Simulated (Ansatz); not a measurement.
Geometry optimisation, Ansatz, RKS PBE0-D4/6-31G.

Input file:

```yaml
crystal:
  periodic: [false, false, false]
  atoms:
    - { symbol: B, position_ang: [0.0, 0.0, 0.0] }
    - { symbol: Cl, position_ang: [0.0, 0.0, 1.86] }
    - { symbol: H, position_ang: [1.0305, 0.0, -0.595] }
    - { symbol: Cl, position_ang: [-1.6108, 0.0, -0.93] }
basis:
  gaussian: { orbitals: "6-31G" }
hamiltonian:
  xc: pbe0
  dispersion: d4
relax:
  f_tol: 0.02
  max_steps: 40
```

Run as:

```bash
$ ansatz run input.yaml --threads 1 --pin off --max-ram 2048MiB --backend cpu --events-out ev --progress --plain --runs-dir out
```

Question: Where does it end, and by what steps?

Answer: It converged. Limits of this set-up: no polarisation functions. After 3 steps the energy has fallen by 0.153 eV; Cl2 moved furthest, 0.07 Å.

| step | energy less start (eV) | largest force component (eV/Å) | accepted |
| --- | --- | --- | --- |
| 0 | 0.0000 | 1.686 | yes |
| 1 | -0.1211 | 0.787 | yes |
| 2 | -0.1522 | 0.111 | yes |
| 3 | -0.1529 | 0.007 | yes |

```xyz
4
Properties=species:S:1:pos:R:3
B -0.022 0.000 0.013
Cl -0.007 0.000 1.788
H 1.001 0.000 -0.578
Cl -1.552 0.000 -0.888
```

Whether the end is a true minimum wasn't checked by a vibrational analysis.

Run time: 5.5 s on 1 thread of Arm Neoverse V1, on a shared host, peak memory 0.096 GiB.
